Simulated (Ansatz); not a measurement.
The input, for Ansatz 0.2.0:

```yaml
crystal:
  periodic: [false, false, false]
  atoms:
    - {symbol: Si, position_ang: [0.000000, 0.000000, 0.000000]}
    - {symbol: H, position_ang: [2.586204, 0.024997, -0.000169]}
    - {symbol: H, position_ang: [-1.314750, 2.227214, -0.005104]}
    - {symbol: H, position_ang: [-1.271453, -2.252211, 0.005273]}
basis:
  gaussian: {orbitals: "6-31G*"}
total_charge: 1
magnetization: {spin_polarized: false}
correlation: {method: bccd_t, electrons: outside_noble_gas}
output: {forces: true}
```

```sh
$ ansatz run in.yaml --threads 1 --pin off --events-out ev --progress --plain --max-ram 2393MiB
```

Task: Roughly how long does this take on 1 thread of Arm Neoverse V2, shared host, and how much host memory?

Result: 0.57 s wall and 0.07 GiB.

```
261 factors; integrals over basis functions are off by at most 2.9e-4 eV
mean field evaluation 1: about -7889.1242 eV, gradient 4.1e0 eV
mean field evaluation 2: about -7889.1234 eV, gradient 4.1e0 eV
mean field evaluation 4: about -7889.3035 eV, gradient 6.5e-1 eV
mean field evaluation 8: about -7889.3094 eV, gradient 3.0e-6 eV
mean field evaluation 16: about -7885.4036 eV, gradient 3.5e0 eV
mean field evaluation 32: about -7884.6685 eV, gradient 6.4e0 eV
mean field -7889.30944270 eV, -289.9267744532 hartree, gradient 9.4e-6 eV, S^2 0.000000; 1 other end points of the search recorded, 0 dependent functions left out; unrestricted orbitals would lower it
mean field evaluation 64: about -7889.4231 eV, gradient 8.1e-1 eV
mean field evaluation 96: about -7892.9609 eV, gradient 8.7e-3 eV
mean field evaluation 128: about -7890.0247 eV, gradient 7.3e0 eV
mean field evaluation 160: about -7892.9616 eV, gradient 2.5e-4 eV
unrestricted determinant -7892.96091705 eV, -290.0609636605 hartree, S^2 1.7542
5 core orbitals not correlated: weight in the atoms' cores, before any rotation towards them, 1.000 or more for the frozen orbitals, at most 0.000 for the correlated occupied ones
reference -7889.30944270 eV, -289.9267744532 hartree; 3, 3 occupied and 17, 17 virtual orbitals, 261 factors
second order -3.38746042 eV of doubles, -0.00000000 eV of singles
cycle   1  -4.37568951 eV  change   -9.9e-1 eV  update   1.7e-1
cycle   2  -5.24987240 eV  change   -8.7e-1 eV  update   9.2e-2
cycle   3  -5.21546199 eV  change    3.4e-2 eV  update   2.9e-2
cycle   4  -5.23813891 eV  change   -2.3e-2 eV  update   1.6e-2
cycle   5  -5.26990343 eV  change   -3.2e-2 eV  update   7.2e-3
cycle   6  -5.26735194 eV  change    2.6e-3 eV  update   2.9e-3
cycle   7  -5.25999083 eV  change    7.4e-3 eV  update   1.4e-3
cycle   8  -5.26272620 eV  change   -2.7e-3 eV  update   6.7e-4
cycle   9  -5.26198441 eV  change    7.4e-4 eV  update   1.6e-4
cycle  10  -5.26197236 eV  change    1.2e-5 eV  update   4.2e-5
cycle  11  -5.26197048 eV  change    1.9e-6 eV  update   1.0e-5
cycle  12  -5.26197542 eV  change   -4.9e-6 eV  update   2.9e-6
perturbative correction -0.54245047 eV, -0.0199346869 hartree
WARN: the results are in doubt because among natural orbitals full CI differs from the method by -0.192 eV
the calculation of the forces begins
Total energy: -7895.11386858 eV, -290.1400831700 hartree
Atom 0 at     0.000000     0.000000     0.000000 Å, force    -0.000002     0.000001    -0.000000 eV/Å
Atom 1 at     2.586204     0.024997    -0.000169 Å, force    -1.137296    -0.010993     0.000074 eV/Å
Atom 2 at    -1.314750     2.227214    -0.005104 Å, force     0.578169    -0.979431     0.002245 eV/Å
Atom 3 at    -1.271453    -2.252211     0.005273 Å, force     0.559128     0.990422    -0.002319 eV/Å
Dipole moment:     0.000001    -0.000001     0.000000 e Å
In doubt: among natural orbitals full CI differs from the method by -0.192 eV
```

Forces (eV/Å):
```
Si   0.000  0.000  0.000
H   -1.137 -0.011  0.000
H    0.578 -0.979  0.002
H    0.559  0.990 -0.002
```
